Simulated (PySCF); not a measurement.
A GIAO shielding run with PySCF (density fitting, non-relativistic, gas phase) on 5-fluoropent-1-ene, C$_{5}$H$_{9}$F:

```
{"job": {"kind": "nmr", "xc": "LC-wPBE", "basis": "pcSseg-1", "pop": false}, "charge": 0, "multiplicity": 1}
C      2.672944    -0.225626    -0.031337
C      1.452915    -0.453709     0.456451
C      0.242341     0.384036     0.198218
C     -0.889955    -0.393112    -0.469849
C     -2.157221     0.415598    -0.607975
F     -2.619035     0.791112     0.632403
H      2.876401     0.634576    -0.677838
H      3.514488    -0.883708     0.200007
H      1.296983    -1.331140     1.098339
H      0.514442     1.256328    -0.420093
H     -0.141476     0.782388     1.153621
H     -0.579766    -0.734975    -1.471729
H     -1.114508    -1.302415     0.113716
H     -2.947395    -0.168977    -1.109584
H     -1.979693     1.333076    -1.197339
```

Hardware: 1 thread of an x86-64 server CPU, shared host.

**Question.** How large is the calculation?

**Answer.** 48 electrons, 147 basis functions and 758 auxiliary functions.

**Question.** How long does it take?

**Answer.** 17 s of wall time, with 12 SCF cycles and 6 response iterations. Times on a shared host scatter by some tens of per cent.

**Question.** And these other runs on the same molecule and hardware: GIAO shielding at B97-2/pcSseg-1; GIAO shielding at BHandHLYP/pcSseg-1; GIAO shielding at CAM-B3LYP/pcSseg-1; GIAO shielding at WP04/pcSseg-1; GIAO shielding at wB97X-D/pcSseg-1?

**Answer.** B97-2/pcSseg-1: 147 functions, 10 s; BHandHLYP/pcSseg-1: 147 functions, 9.5 s; CAM-B3LYP/pcSseg-1: 147 functions, 13 s; WP04/pcSseg-1: 147 functions, 10 s; wB97X-D/pcSseg-1: 147 functions, 12 s.
